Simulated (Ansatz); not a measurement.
# CH5B: the cost of one run

All numbers below are computed with Ansatz 0.2.0 (RKS B3LYP-D4/def2-SVP).

## 1. The starting structure

Bond lengths: B1–C3 1.800 Å, C3–H4 1.110 Å, C3–H5 1.110 Å, C3–H6 1.110 Å, B1–H7 1.190 Å. Angles: B1–C3–H4 106.2°, B1–C3–H5 77.6°, B1–C3–H6 138.2°, H4–C3–H5 109.4°, H4–C3–H6 109.4°, H5–C3–H6 109.4°, C3–B1–H7 156.1°.

Coordinates:

```xyz
7

B     0.0000    0.0000    0.0000
H     0.6594    0.0000    1.2237
C     1.7899    0.0000    0.1905
H     2.1194   -1.0462    0.0203
H     1.6534    0.5080   -0.7869
H     2.5594    0.5381    0.7823
H    -1.0305    0.0000   -0.5950
```

## 2. Pulling towards end A

Springs on the bonds that form and break draw the guess towards this end; the thresholds are loose.

input.yaml

```yaml
crystal:
  periodic: [false, false, false]
  atoms:
    - { symbol: B, position_ang: [0.0, 0.0, 0.0] }
    - { symbol: H, position_ang: [0.6594, 0.0, 1.2237] }
    - { symbol: C, position_ang: [1.7899, 0.0, 0.1905] }
    - { symbol: H, position_ang: [2.1194, -1.0462, 0.0203] }
    - { symbol: H, position_ang: [1.6534, 0.508, -0.7869] }
    - { symbol: H, position_ang: [2.5594, 0.5381, 0.7823] }
    - { symbol: H, position_ang: [-1.0305, 0.0, -0.595] }
basis:
  gaussian: { orbitals: def2-SVP }
hamiltonian:
  xc: b3lyp
  dispersion: d4
relax:
  f_tol: 0.15
  max_steps: 25
  restrain:
    - { distance: [1, 2], at: 2.31, k: 30.0 }
    - { distance: [0, 1], at: 1.19, k: 30.0 }
    - { distance: [0, 2], at: 1.6, k: 30.0 }
```

On the command line:

```console
$ ansatz run input.yaml --threads 1 --pin off --max-ram 2048MiB --backend cpu --events-out ev --progress --plain --runs-dir out
```

What time and memory should one allow on 1 thread of Arm Neoverse V2, shared host?

About 7.3 s, with a peak of 0.1 GiB.
